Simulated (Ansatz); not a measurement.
Born–Oppenheimer molecular dynamics of BH7NSi (10 atoms, charge 0, multiplicity 2). It starts at the highest image of a converged band. Of that band: A structure lower than the first end lies on the path between it and the top, so the climb from that side starts below the end, which may itself be a saddle point or a shallow side well. A vibrational analysis at the climbing image gives one clearly imaginary mode, 682i cm⁻¹: a first-order saddle point.

These are results of UKS B3LYP/6-31G* in Ansatz, not measurements.

* ensemble: NVE (velocity Verlet)
* time step: 0.5 fs
* steps asked: 200
* starting velocities drawn for: 100 K
* seed: 10730

First frame:

```xyz
10
Properties=species:S:1:pos:R:3
B -0.039 -0.108 -0.139
H -0.112 -0.441 1.481
N 1.251 0.010 -0.642
H 2.020 -0.585 -0.359
H 1.524 0.695 -1.339
H -0.939 0.604 -0.477
Si 0.011 -0.119 3.060
H -0.725 -1.133 3.865
H 1.452 -0.157 3.438
H -0.529 1.234 3.364
```

(1) How far do the bonds stretch over the last three quarters of this one trajectory? (Pairs bonded in most of those frames.)

Answers

(1) 
```
   bond  mean (Å)  spread (Å)  shortest  longest
  B1–H2     1.232       0.094      1.09     1.38
  B1–N3     1.402       0.028      1.35     1.45
  B1–H6     1.206       0.019      1.17     1.26
  N3–H4     1.015       0.011      1.00     1.03
  N3–H5     1.014       0.006      1.00     1.03
 Si7–H8     1.491       0.019      1.46     1.52
 Si7–H9     1.491       0.010      1.48     1.51
Si7–H10     1.493       0.026      1.45     1.53
```

Mean temperature of the second half: 646 K. The conserved energy stayed within 0.25 meV per atom of its start (net change 0.0046 meV per atom), so the integration is sound. The kinetic energy rose, since the run started high on the potential surface and went downhill. It ends in pieces (BH4N + H3Si), so much of that is their flight and rotation, not heat. A run of 0.1 ps of so small a system gives no equilibrium averages.

The run took 10 min on 1 thread of Arm Neoverse V1, with other jobs on the host, peak memory 0.15 GiB.
